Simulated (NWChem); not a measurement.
Atomisation of nitrogen dioxide (NO₂)

SMILES: [O]N=O
```xyz
3

O     -1.1093     0.0000     0.1425
N      0.0000     0.0000    -0.3257
O      1.1093     0.0000     0.1425
```
Charge 0, spin multiplicity 2.

All runs are NWChem calculations. Structure: optimised with UPBE/def2-SVP, a minimum by its harmonic frequencies.

Basis set: def2-TZVP. The atomisation energy is electronic alone: no zero-point, thermal, spin-orbit or counterpoise terms. No value is extrapolated to the basis-set limit. Free atoms are single determinants with multiplicities O 3, N 4.

B3LYP has NWChem's definition, with VWN1-RPA local correlation. The unpaired electrons of the parent sit in orbitals of symmetry a1 (C2v labels of the run); other states weren't searched. The stability of the SCF solutions was not checked.

### Question
One of these methods gave an atomisation energy of 323.1 kcal/mol. Which?
A) BLYP
B) B3LYP
C) LDA (SVWN5)
D) PBE

### Answer
C, LDA (SVWN5). The others give 232.2 (B3LYP), 270.0 (PBE), 254.9 (BLYP).
